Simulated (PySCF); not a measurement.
Species: C4H9 (charge +1).
Geometry (PBE0-D3(BJ)/def2-SVP, Å), atoms numbered from 1 in this order:
```
atom  x, y, z in Å
C1    -0.3323    1.4164    0.0201
C2     0.0101    0.0010    0.0535
C3     1.3998   -0.4231    0.1550
C4    -1.0483   -0.9969    0.0264
H5     0.4416    2.0475   -0.4379
H6    -0.3661    1.7065    1.0967
H7    -1.3375    1.6173   -0.3760
H8     2.1319    0.3319   -0.1559
H9     1.5759   -1.4038   -0.3140
H10    1.5476   -0.6093    1.2443
H11   -1.2565   -1.1138   -1.0637
H12   -0.7497   -1.9851    0.4001
H13   -1.9947   -0.6396    0.4595
```

Computed with PySCF, TDDFT B3LYP/def2-SVPD, vertical, gas phase, core orbitals frozen in the response.

Transition dipole moments from the ground state, in atomic units and in the frame of the coordinates above (overall signs are arbitrary), for the states with f of 0.002 or more among the lowest 10:

```csv
state,E (hartree),μx,μy,μz
S3,0.2251,-0.107,0.080,0.047
S4,0.2623,-0.812,0.759,-0.083
S5,0.2634,-0.720,-0.803,-0.300
S6,0.3072,0.056,-0.082,0.005
S9,0.3915,-0.281,0.316,-0.024
S10,0.3927,-0.322,-0.295,-0.053
```

Work out the oscillator strengths.

f = (2/3) ΔE |μ|² with ΔE in hartree (27.2114 eV).

| state | \|μ\|² (au) | \|μ\| (D) | f |
| --- | --- | --- | --- |
| S3 | 0.020 | 0.36 | 0.003 |
| S4 | 1.242 | 2.83 | 0.217 |
| S5 | 1.253 | 2.85 | 0.220 |
| S6 | 0.010 | 0.25 | 0.002 |
| S9 | 0.179 | 1.08 | 0.047 |
| S10 | 0.194 | 1.12 | 0.051 |

Which bond between heavy atoms lies closest to the direction of the S5 transition dipole?

C2–C4, at 15° from it; next C1–C2 at 57°.

What angle do the transition dipoles of S9 and S10 make?

|cos θ| = |μa·μb| / (|μa| |μb|) = 0.01, so θ ≈ 90° (taken between 0 and 90°, since the signs are arbitrary).

How is the summed strength of these states shared among x, y and z?

(2/3) Σ ΔE μα² gives 0.256 for x, 0.265 for y and 0.018 for z, 0.540 in all.

All these states lie below the vertical ionisation energy of 18.43 eV (ΔSCF).

Hardware: one thread, Arm Neoverse N1 (aarch64), no GPU, on a shared host. Cost: 2.1 min wall, 0.62 GiB resident at most.
